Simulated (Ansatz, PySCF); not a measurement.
System: C2H2F, charge 0, multiplicity 2. It need not be the lowest isomer of its formula. 
Geometry from a B3LYP-D3(BJ)/def2-TZVP (Ansatz, a quantum-chemistry and plane-wave program) optimisation:
```xyz
5

C      0.0300     0.3889     0.0008
C      1.2398    -0.0873    -0.0066
F     -1.0719    -0.3912     0.0045
H     -0.2254     1.4461     0.0047
H      2.2534     0.2654    -0.0109
```
Charge 0, spin multiplicity 2.

Wanted: atomisation energy (electronic, to ground-state atoms), in kJ/mol. Valence correlation only, unless marked. UHF or UKS for open shells. Spin-orbit coupling is left out. No relativistic terms. The coupled-cluster limit lacks core correlation, which all-electron functionals hold. Basis-set limits of correlation are two-point, X^-3; Hartree-Fock from the larger set. The bracket is a focal-point correction in the basis named.

| level | program | atomisation energy (kJ/mol) | minus last row |
|---|---|---|---|
| BLYP-D4/def2-TZVPD | Ansatz + dftd4 | 1914.7 | 33.5 |
| revPBE/def2-TZVPD | Ansatz | 1897.3 | 16.1 |
| BP86/def2-TZVPD | PySCF | 1975.4 | 94.2 |
| TPSS-D4/def2-TZVPD | PySCF + dftd4 | 1923.9 | 42.7 |
| PBE0/6-31G* | Ansatz | 1906.4 | 25.2 |
| PBE0/def2-TZVP | Ansatz | 1909.8 | 28.6 |
| PW6B95-D3(BJ)/def2-TZVPD | PySCF + dftd3 | 1900.1 | 18.9 |
| wB97X-V/def2-TZVPD | Ansatz | 1884.3 | 3.1 |
| MP2/cc-pVDZ | Ansatz | 1741.0 | -140.2 |
| MP2/cc-pVTZ | Ansatz | 1854.4 | -26.8 |
| SCS-MP2/6-31G* | Ansatz | 1712.9 | -168.3 |
| CCSD(T)/6-31G* | Ansatz | 1731.3 | -149.9 |
| CCSD(T)/cc-pwCVTZ | Ansatz | 1830.5 | -50.7 |
| RI-MP2/CBS(cc-pVTZ,cc-pVQZ)+[CCSD(T)-MP2]/cc-pVTZ | Ansatz | 1879.6 | -1.6 |
| RI-MP2/CBS(aug-cc-pVTZ,aug-cc-pVQZ)+[CCSD(T)-MP2]/aug-cc-pVTZ | Ansatz | 1881.2 | 0.0 |

The UHF reference is spin-contaminated (<S^2> 0.18 over the pure value in the largest basis).
